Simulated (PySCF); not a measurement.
Input of a run (PBE0-D3(BJ)/def2-SVP geometry optimisation, gas phase (PySCF 2.14.0)), started from GFN2-xTB:
```
{"job": {"xc": "PBE0", "basis": "def2-SVP", "d3": "d3bj", "grid": 1, "shake": 0.01, "kind": "geom"}, "charge": 0, "multiplicity": 1}
C     -1.818320     0.612420     0.202040
N     -0.697590    -0.163240    -0.206050
C     -1.152440    -1.505420    -0.544520
P      0.692900    -0.092460     0.909030
C      1.098300     1.676550     0.602970
C      1.920630    -0.806060    -0.244170
H     -2.512670     0.705710    -0.651210
H     -1.505370     1.647530     0.461710
H     -2.390010     0.208790     1.061770
H     -0.283230    -2.118000    -0.810530
H     -1.821880    -1.443160    -1.379140
H     -1.657120    -1.995890     0.294750
H      2.123980     1.828630     0.852420
H      0.914060     1.941570    -0.423990
H      0.515360     2.330110     1.257160
H      1.726880    -0.465060    -1.252440
H      1.920720    -1.887180    -0.198660
H      2.898270    -0.462890     0.083130
```

Output (energies in Eh, forces in Eh/bohr):
```
step   0  E = -555.09980085  max force = 0.027381
step   1  E = -555.10442365  max force = 0.005752
step   2  E = -555.10465122  max force = 0.001086
step   3  E = -555.10471802  max force = 0.000938
step   4  E = -555.10478034  max force = 0.001425
step   5  E = -555.10480991  max force = 0.000883
step   6  E = -555.10481506  max force = 0.000263
optimisation converged
```

Problem. Summarise the run.

Solution. The energy falls by 13.2 kJ/mol over 7 energy and gradient evaluations, the largest force component goes from 0.0274 to 2.6e-04 Eh/bohr, and the atoms move by 0.116 Å rms after alignment. The bond that changes most is C5–H13 (sp3 carbon bound to phosphorus to methyl hydrogen), which lengthens by 0.034 Å. Bonds longer at the end by more than 0.005 Å: 11 of 17; shorter: 3. Among the angles that change most is N2–P4–C5, from 96.1° to 98.9°. The energy never rose by more than 1e-6 Eh on the way. The first step brought 92 % of the lowering.

Problem. What are the final bond lengths?

Solution. C1–N2 1.446 Å, N2–C3 1.447 Å, N2–P4 1.770 Å, P4–C5 1.846 Å, P4–C6 1.847 Å, C1–H7 1.103 Å, C1–H8 1.100 Å, C1–H9 1.113 Å, C3–H10 1.100 Å, C3–H11 1.103 Å, C3–H12 1.112 Å, C5–H13 1.101 Å, C5–H14 1.102 Å, C5–H15 1.099 Å, C6–H16 1.102 Å, C6–H17 1.099 Å, C6–H18 1.101 Å. Numbering counts from 1 in the input's order; the species is `CN(C)P(C)C`.

The run used 148 basis functions and 46 SCF cycles in all. Hardware: Arm Neoverse V1, one thread, shared host with 32 logical CPUs at a one-minute load of 17. Cost: 64 s of wall time, 0.60 GiB resident at most.

PBE0-D3(BJ)/def2-SVP frequencies: not computed here. The numbers are those of one conformer.

Shape of the structure used: `[CH3:1][N:2]([CH3:3])[P:4]([CH3:5])[CH3:6]`: C1–N2–P4–C5 -65°.
